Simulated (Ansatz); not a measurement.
Two shapes of triplet CH₂.

Shape 1:

```xyz
3

C     0.0000    0.0000   -0.0974
H     0.0000    0.9236    0.2923
H     0.0000   -0.9236    0.2923
```

Shape 2:

```xyz
3

C     0.0000    0.0000   -0.1144
H     0.0000    1.0843    0.3432
H     0.0000   -1.0843    0.3432
```

Basis set: def2-TZVP (spherical functions). Left uncorrelated: 1 orbital. Charge 0, multiplicity 3.

Computed with Ansatz (development build ahead of 0.2.0); each method stands on the lowest determinant of its kind that the runs found.

Q: Which shape is lower in energy, and by how much in each method?

A:

```json
{"method": "UHF", "E(2) − E(1) (eV)": "0.166"}
{"method": "UHF-MP2", "E(2) − E(1) (eV)": "0.092"}
```

Shape 1 is lower.
